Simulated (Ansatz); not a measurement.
Species: C2H2O, SMILES `C=C=O` (charge 0, multiplicity 1).

Question: Give a relaxed geometry from PBE0-D3(BJ)/def2-TZVP (Ansatz, a quantum-chemistry and plane-wave program).

Answer: the end point of this relaxation (outside a Z-matrix the atoms follow the SMILES, hydrogens last).
Bond lengths (Å): C1–C2 1.307, C1–H4 1.080, C1–H5 1.080, C2–O3 1.156. Bond angles (°): C2–C1–H4 119.5, C2–C1–H5 119.5, H4–C1–H5 121.1, C1–C2–O3 180.0.
